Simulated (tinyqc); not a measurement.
The integration grid: Kohn-Sham PBE on finer and finer grids in the sto-3g basis, for H2O+, spin multiplicity 2. Computed by the program tinyqc with PySCF. Self-consistent on each grid; the net force on the molecule should vanish.

Geometry (angstrom):
```
atom       x        y       z
O     0.0000   0.0000  0.0000
H     0.0000   0.8010  0.5200
H     0.0000  -0.8210  0.5330
```

Kohn-Sham energy on Becke grids (radial x angular points per atom):
```
grid       points  residual of the electron count  E (hartree)  E - finest (mhartree)  largest net force without grid terms (hartree/bohr)
10 x 14       418                       -3.61e-02   -74.770249             102.715330                                             1.91e-02
15 x 26      1166                        1.33e-02   -74.890047             -17.082722                                             7.30e-03
20 x 50      2994                       -4.06e-04   -74.872460               0.504298                                             1.99e-03
30 x 86      7730                        1.26e-04   -74.872825               0.138852                                             3.02e-03
50 x 194    29083                        3.97e-06   -74.872966              -0.002153                                             3.32e-05
75 x 302    67842                        3.85e-07   -74.872964              -0.000424                                             2.09e-06
120 x 590  212133                       -1.80e-09   -74.872964               0.000000                                             8.73e-07
```

What does the comparison show, and why?

The energy is within 0.1 mhartree of the finest grid first at 50 x 194. The error has both signs, since quadrature is not variational. The electron count and the net force are cheap signs of a poor grid.
